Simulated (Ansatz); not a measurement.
# B₂+ (quartet): from Hartree-Fock to the top rungs, def2-TZVPP

An exercise on one series of results from a longer session: the logs are not shown, and one member is left open.

The runs use Ansatz 0.2.0, Gaussian basis; def2-TZVPP, core rule «outside noble gas», up to 2 orbitals frozen.

Plan: UHF; ROHF; CCSD(T) on UHF.

## What is computed

The geometry is a PBE0/def2-TZVP stationary point (not a proven minimum).

2 atoms, charge 1, spin multiplicity 4.

Atoms are counted from 1 here; the program's logs count them from 0.

Bond lengths: B1–B2 1.628 Å.

Geometry (Å):

```xyz
2
B2
B     0.0000    0.0000    0.0000
B     0.0000    0.0000    1.6282
```

Set-up of the first run:

File in.yaml:

```yaml
crystal:
  periodic: [false, false, false]
  atoms:
    - {symbol: B, position_ang: [0.000000, 0.000000, 0.000000]}
    - {symbol: B, position_ang: [0.000000, 0.000000, 1.628200]}
basis:
  gaussian: {orbitals: def2-TZVPP}
total_charge: 1
magnetization: {spin_polarized: true, initial_magnetization: 3}
hamiltonian: {xc: hf}
output: {orbitals: {seedname: orbitals}}
```

Launch:

```sh
> ansatz run in.yaml --threads 1 --pin off --events-out ev --progress --plain --max-ram 4096MiB --backend cpu
```

Steps of the session up to this table: UHF; ROHF; CCSD(T) on UHF.

One of the session's tables, all rows but one given; the rest of the session is left out.

It belongs to the step «Misses and costs». 

```
  method  from UCCSD(T) (kcal/mol)
    ROHF                         ?
     UHF                    +55.00
    UMP2                    +14.08
   UCCSD                     +1.88
UCCSD(T)                         0
```

**Question.** Estimate the row for ROHF.

The run gave: from UCCSD(T) (kcal/mol): +55.99. In the column «from UCCSD(T) (kcal/mol)» it is the highest.
